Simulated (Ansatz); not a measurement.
Born–Oppenheimer molecular dynamics of BFH3O (6 atoms, charge 0, multiplicity 2). It starts at the highest image of a converged band, a first-order saddle point between two minima.

Computed with UKS B3LYP-D4/def2-SVP in Ansatz 0.2.0.

```json
{
 "ensemble": "NVE (velocity Verlet)",
 "time step": "0.5 fs",
 "steps asked": "200",
 "starting velocities drawn for": "300 K",
 "seed": "4755"
}
```

First frame:

```xyz
6
Properties=species:S:1:pos:R:3
B 0.015 -0.068 -0.097
H -0.015 -0.051 1.501
F 1.159 0.213 -0.688
O -1.068 -0.352 -0.835
H -1.857 -0.544 -0.314
H -0.043 -0.044 2.410
```

**Question.** How far do the bonds stretch over the last three quarters of this one trajectory? (Pairs bonded in most of those frames.)

**Answer.** 
```tsv
bond	mean (Å)	spread (Å)	shortest	longest
B1–F3	1.316	0.010	1.30	1.33
B1–O4	1.345	0.018	1.32	1.38
H2–H6	0.766	0.019	0.74	0.80
O4–H5	0.967	0.017	0.94	0.99
```

Mean temperature of the second half: 574 K. The conserved energy stayed within 0.14 meV per atom of its start (net change 0.091 meV per atom), so the integration is sound. The kinetic energy rose, since the run started high on the potential surface and went downhill. It ends in pieces (BFHO + H2), so much of that is their flight and rotation, not heat. A run of 0.1 ps of so small a system gives no equilibrium averages.

Time of the run: 6.2 min on 1 thread of Arm Neoverse V1, with other jobs on the host, peak memory 0.12 GiB.
